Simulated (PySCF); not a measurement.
chloromethane (CH3Cl), SMILES CCl.

Geometry: B3LYP-D3(BJ)/def2-TZVP.

The numbers are results of PySCF with ωB97X/def2-TZVPD, not measurements.

Computed frontier levels, gap, dipole moment and polarisability:
```yaml
highest_occupied_level: -10.98 eV
lowest_empty_level: 1.96 eV
orbital_gap: 12.94 eV
dipole_moment: 2.00 D
quadrupole, principal values (traceless, Buckingham form, about the centre of nuclear charge): -0.91, -0.91, 1.82 D·Å
mean_static_polarisability: 29.6 bohr³ (4.39 Å³)
polarisability_principal_values: 26.4, 26.4, 36.0 bohr³
```
